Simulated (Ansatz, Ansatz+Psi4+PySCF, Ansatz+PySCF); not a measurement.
```yaml
atoms:
  - { symbol: B, position_ang: [0.0000, 0.0000, -0.7840] }
  - { symbol: B, position_ang: [0.0000, 0.0000, 0.7840] }
```

Basis set: cc-pVTZ (spherical functions). Correlated methods keep 2 orbitals frozen. Correlation on ROHF uses semicanonical orbitals with singles. Charge 0, multiplicity 3.

Computed with Ansatz (development build ahead of 0.2.0); each method stands on the lowest determinant of its kind that the runs found.

Q: Give the atomization energy at this shape (free ground-state atoms in the same class of orbitals less the molecule, no zero-point energy) of triplet B2 by UHF-CCSD(T), UHF-CCSD, UHF-MP2, ROHF-MP2, ROHF, UHF.

A:

```csv
method,atomization energy
UHF-CCSD(T),247.7 kJ/mol
UHF-CCSD,228.8 kJ/mol
UHF-MP2,253.4 kJ/mol
ROHF-MP2,167.1 kJ/mol
ROHF,128.6 kJ/mol
UHF,229.1 kJ/mol
```

Caution: the determinant breaks the point group. Caution for UHF-CCSD(T), UHF-MP2, ROHF-MP2: another reference gives a lower total. Caution for UHF-CCSD(T), UHF-CCSD, UHF-MP2: large share of triples, a single reference is doubtful. Caution for UHF-CCSD(T), UHF-CCSD, UHF-MP2, UHF: the unrestricted determinant is a mixture of spin states. Caution for UHF-MP2, ROHF-MP2: forces differ strongly between restricted and unrestricted references. Caution for ROHF-MP2, ROHF: an unrestricted determinant lies well below.
